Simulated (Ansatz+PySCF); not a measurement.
**singlet C₂H₆: levels of theory in one basis**

```xyz
8

C     0.0000    0.0000   -0.7596
C     0.0000    0.0000    2.2787
H     0.0000   -1.0240   -1.1651
H    -0.8868    0.5120   -1.1651
H     0.8868    0.5120   -1.1651
H     0.0000    1.0240    2.6842
H    -0.8868   -0.5120    2.6842
H     0.8868   -0.5120    2.6842
```

Basis set: STO-3G (spherical functions). Left uncorrelated: 2 orbitals. Charge 0, multiplicity 1.

Computed with Ansatz (development build ahead of 0.2.0); each method stands on the lowest determinant of its kind that the runs found. NEVPT2 correlates all electrons. Active spaces start from the frontier orbitals, and the lowest solution found is given.

```tsv
method	E − E(RHF) (eV)	<S²> of the determinant
RHF	0.00	0.00
UHF	-4.84	1.00
RHF-MP2	-5.93	–
UHF-MP2	-7.07	1.00
RHF-CCSD	-8.16	–
UHF-CCSD	-8.18	1.00
RHF-CCSD(T)	-8.31	–
UHF-CCSD(T)	-8.20	1.00
full CI (lowest root of this spin)	-8.29	–
CASSCF(2,2)	-4.86	–
```

(1) What does SC-NEVPT2(2,2) give on the same scale?

(2) Is a single determinant a sound starting point here?

Answers

(1) -7.19 eV. NEVPT2 here correlates all electrons, so it doesn't share the others' frozen core.

At such a shape the full CI root can have another spatial symmetry than the determinants, so the rows needn't describe one state.

(2) It is doubtful. Unrestricted orbitals lower Hartree–Fock by 4.84 eV and <S²> is 1.00 where a pure state has 0.00, a sign of strong static correlation. The CASSCF(2,2) natural occupations are 1.28, 0.72.

Caution for RHF, RHF-MP2, RHF-CCSD, RHF-CCSD(T): an unrestricted determinant lies well below. Caution for UHF, UHF-MP2, UHF-CCSD, UHF-CCSD(T): the unrestricted determinant is a mixture of spin states; the determinant breaks the point group. Caution for RHF-MP2: large amplitudes, a single reference is doubtful. Caution for UHF-MP2, UHF-CCSD, UHF-CCSD(T): bonds are stretched, where a single reference can fail. Caution for RHF-CCSD, RHF-CCSD(T): very large amplitudes, the method is breaking down; the amplitudes may be one of several solutions. Caution for UHF-CCSD(T): another reference gives a lower total.
